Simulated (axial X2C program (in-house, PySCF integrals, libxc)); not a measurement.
**PF⁺: nuclear properties from DFT to coupled cluster**

Calculated with an axial X2C code built on PySCF integrals: two-component X2C with atomic mean-field Coulomb and Gaunt terms, Gaussian nuclei, basis P dyall-av3z, F dyall-av3z with contracted cores.

R = 1.522 Å (near the PBE0 minimum at charge 1 of the determinant lowest at the starting distance; the state shown can have its own minimum elsewhere); state Ω = 1/2 (⟨Sz⟩ = -0.50, ⟨Lz⟩ = 1.00 at PBE0).

| level | Eeff magnitude (GV/cm) | Ws magnitude P (kHz) | A∥/gI P (MHz) | qzz P (a.u.) | A∥/gI F (MHz) |
| --- | --- | --- | --- | --- | --- |
| PBE0 | 0.0272 | 0.0215 | 1010 | -0.51 | 239 |
| HF | 0.0504 | 0.0403 | 914 | -0.70 | 163 |
| B3LYP | 0.0199 | 0.0156 | 1010 | -0.48 | 242 |

Eeff is the effective electric field on the electron electric dipole moment in this Ω state and Ws the scalar–pseudoscalar constant of the nucleus named (defined with the proton number Z and per Ω); A∥ (defined per Ω) follows by multiplying with gI = μI/(I μN); qzz is the electric field gradient, eQq0 = 234.96 MHz × Q/barn × qzz. The operators were transformed with the bare-nucleus X2C matrices; with these basis sets, hyperfine constants and field gradients can be off by tens of per cent, and where levels differ in sign neither size nor sign is settled.

Finite-field MP2, CCSD and CCSD(T), with 11 electrons correlated in 120 natural virtual spinors (MP2 remainder added):

```json
{"level": "MP2", "Eeff magnitude (GV/cm)": "0.014", "Ws magnitude P (kHz)": "0.00949", "A∥/gI P (MHz)": "910", "qzz P (a.u.)": "-0.50", "A∥/gI F (MHz)": "232"}
{"level": "CCSD", "Eeff magnitude (GV/cm)": "0.0143", "Ws magnitude P (kHz)": "0.0107", "A∥/gI P (MHz)": "848", "qzz P (a.u.)": "-0.52", "A∥/gI F (MHz)": "212"}
{"level": "CCSD(T)", "Eeff magnitude (GV/cm)": "0.0116", "Ws magnitude P (kHz)": "0.0085", "A∥/gI P (MHz)": "832", "qzz P (a.u.)": "-0.47", "A∥/gI F (MHz)": "223"}
```

T1 = 0.020 (Lee–Taylor). One unrestricted determinant, the lowest of a limited PBE0 search, is the reference; the functionals treat spin collinearly. Eeff spreads by more than a factor of two over the levels. Correlation of the inner shells is missing, which matters for properties at the nucleus. Number of frozen shells: P 2 s, 1 p; F 1 s.

(1) By how much does correlation change each value, CCSD(T) against HF?

Results:

(1) Eeff magnitude -77 %; Ws magnitude P -79 %; A∥/gI P -9 %; qzz P -33 %; A∥/gI F 37 %.
